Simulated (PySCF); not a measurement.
**Dipole moment and polarisability of cis-1-chloro-2-fluoroethylene**

Compound: cis-1-chloro-2-fluoroethylene, C₂H₂ClF.
Geometry (GFN2-xTB, Å), atoms numbered from 1 in this order:
```xyz
6
C2H2ClF angstrom
F     -1.173    1.282   -0.060
C     -0.698    0.034   -0.037
C      0.592   -0.254    0.025
Cl     1.835    0.926    0.084
H     -1.481   -0.708   -0.074
H      0.928   -1.277    0.041
```

Level: CAM-B3LYP/def2-SVPD (PySCF), static field, nuclei fixed, core orbitals frozen in the response. The polarisability tensor in these axes (au):

```
x   53.47  3.31  1.16
y    3.31 38.08  0.15
z    1.16  0.15 29.23
```

Question: Give the principal values, the mean and the anisotropy Δα = √{½[(α1 − α2)² + (α2 − α3)² + (α1 − α3)²]}.

Answer: Principal values 29.18, 37.40 and 54.21 au; mean 40.26 au = 5.97 Å³ = 6.64 × 10⁻⁴⁰ C²·m²/J; Δα = 22.10 au (55 % of the mean).

Question: What is the dipole moment, and where does it point?

Answer: (-0.56, -2.15, -0.03) D, 2.22 D in size, pointing from the negative to the positive side. Measured along this direction, the outermost atoms are Cl4 at the negative end and H5 and H6 at the positive end.

Question: Find the Langevin capture rate constant for O2+ (31.990 u) meeting this molecule (79.983 u), k = 2.342 × 10⁻⁹ cm³/s × √(α in Å³ / reduced mass in u).

Answer: The reduced mass is 22.85 u, so k = 1.20 × 10⁻⁹ cm³/s. The formula leaves out the permanent dipole, which adds to the capture rate.

Question: In a dilute gas of rigid molecules at 250 K, how does the orientational term μ²/3kT compare with the electronic polarisability?

Answer: In Gaussian units μ²/3kT = 47.52 Å³ against 5.97 Å³, a ratio of 7.96; the Debye molar polarisation (4π/3)N_A(α + μ²/3kT) is 134.9 cm³/mol, leaving out the vibrational part.

Question: Form Σ f/ω² (atomic units) for the 8 lowest TDDFT singlets, given as eV and f, and set it beside the mean polarisability, which is this sum over all singlets: 6.43, 0.0003; 7.13, 0.3349; 7.16, 0.0060; 7.72, 0.0000; 8.01, 0.0121; 8.23, 0.0167; 8.35, 0.0015; 8.84, 0.0089.

Answer: They add up to 5.39 au, 13.4 % of the 40.26 au; the largest single term is 4.88 au, from the state at 7.13 eV. Terms in order: 0.01, 4.88, 0.09, 0.00, 0.14, 0.18, 0.02, 0.08 au. Higher excitations give the rest. The strengths listed sum to 0.380.

Question: Directions of the eigenvectors, and the extent of the frame along each?

Answer: Largest value along (0.98, 0.20, 0.05), where the nuclei span 3.58 Å; middle along (-0.20, 0.98, -0.01), 2.93 Å; least along (-0.05, 0.00, 1.00), 0.00 Å. The response follows the extents in order.

Geometry: GFN2-xTB; no solvent, vibrations or thermal averaging.
